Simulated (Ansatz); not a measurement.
A structure relaxed at PBE0-D4/def2-TZVP, charge 0, multiplicity 1:

Cartesian coordinates in Å:
```
O 0.5618 -0.5113 -0.6611
C -0.1743 0.2813 0.1157
S -0.5663 1.7911 -0.2635
H 0.6749 -1.3727 -0.2413
H -0.4960 -0.1885 1.0501
```

Question: Give its formula and SMILES.

Answer: CH2OS, `OC=S`.

Question: Point group (tolerance 0.08 Å, 0.16 Å for H)?

Answer: Cs.

Question: Summarise the bond lengths by kind.

Answer: 1 × C–O 1.332 Å; 1 × H–O 0.965 Å; 1 × C–S 1.605 Å; 1 × C–H 1.094 Å.

All numbers were calculated with Ansatz.
